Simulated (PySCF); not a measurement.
Stretching CF

Set-up: C def2-TZVPPD, F def2-TZVPPD; no relativity (PySCF 2.14). Energies in eV from C + F in their ground configurations at the same level. State: ²Π (doublet), unpaired electrons π ↑.

```
R (Å)  UHF-MP2     PBE   M06-L  UHF-SCS-MP2
1.092   -4.570  -4.958  -4.613       -4.376
1.143   -5.246  -5.649  -5.269       -5.053
1.194   -5.625  -6.047  -5.632       -5.434
1.232   -5.765  -6.205  -5.763       -5.575
1.270   -5.813  -6.273  -5.803       -5.625
1.308   -5.790  -6.271  -5.774       -5.603
1.359   -5.676  -6.187  -5.656       -5.492
1.422   -5.443  -5.992  -5.421       -5.263
1.499   -5.079  -5.676  -5.065       -4.906
1.600   -4.525  -5.181  -4.532       -4.361
```

Put a parabola through the three lowest points of the UHF-MP2 curve and estimate Re, k and ωe (reduced mass 7.355 u; 1 eV/Å² = 0.16022 mdyn/Å; ωe = 1302.8·√(k/μ) cm⁻¹).

Through R = 1.232, 1.27, 1.308 Å the second-order coefficient is 24.6 eV/Å², so Re ≈ 1.277 Å, k ≈ 7.88 mdyn/Å and ωe ≈ 1348 cm⁻¹. A polynomial fit of higher order to the unrounded UHF-MP2 energies gives Re = 1.275 Å, k = 7.56 mdyn/Å, ωe = 1321 cm⁻¹; anharmonicity and rounding make the difference.

The higher-order fit for each curve: UHF-MP2: Re = 1.275 Å, ωe = 1321 cm⁻¹, De = 5.81 eV; PBE: Re = 1.287 Å, ωe = 1251 cm⁻¹, De = 6.28 eV; M06-L: Re = 1.271 Å, ωe = 1319 cm⁻¹, De = 5.80 eV; UHF-SCS-MP2: Re = 1.276 Å, ωe = 1314 cm⁻¹, De = 5.63 eV.

Correlated steps freeze 2 core orbitals. The state was picked by a PBE0 search and need not be the measured ground state.
